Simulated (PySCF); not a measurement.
Bond stretch in SMILES ClCCl. The C1–Cl5 bond (C1 also carries Cl, H, H; Cl5 carries nothing else) is varied alone, starting from the PBE0/def2-TZVP optimised geometry.

UKS-BHandHLYP = unrestricted BHandHLYP/cc-pVDZ run with PySCF; UCCSD(T) = CCSD(T) on UHF/cc-pVDZ, 11 core orbitals frozen (PySCF).

Energies relative to the lowest point of each curve near equilibrium, in kJ/mol:

| R / Å | UKS-BHandHLYP |
|---|---|
| 1.48 | 161.5 |
| 1.60 | 45.1 |
| 1.71 | 4.9 |
| 1.76 | 0.0 |
| 1.82 | 1.7 |
| 1.88 | 9.6 |
| 1.92 | 17.5 |
| 2.07 | 58.7 |
| 2.16 | 88.3 |
| 3.15 | 294.4 |
| 3.53 | 309.8 |
| 4.80 | 319.0 |

Question: What does UCCSD(T) give at the same points?

Answer: 1.48: 176.1; 1.60: 52.0; 1.71: 7.0; 1.76: 0.2; 1.82: 0.0; 1.88: 6.1; 1.92: 12.8; 2.07: 49.3; 2.16: 75.8; 3.15: 304.9; 3.53: 318.6; 4.80: 325.4 (kJ/mol).

The unrestricted determinant behind UKS-BHandHLYP is spin-contaminated at 2.61 to 6.21 Å (<S²> up to 1.0, against 0.00 for a pure singlet). The unrestricted determinant behind UCCSD(T) is spin-contaminated at 2.37 to 6.21 Å (<S²> up to 1.0, against 0.00 for a pure singlet).
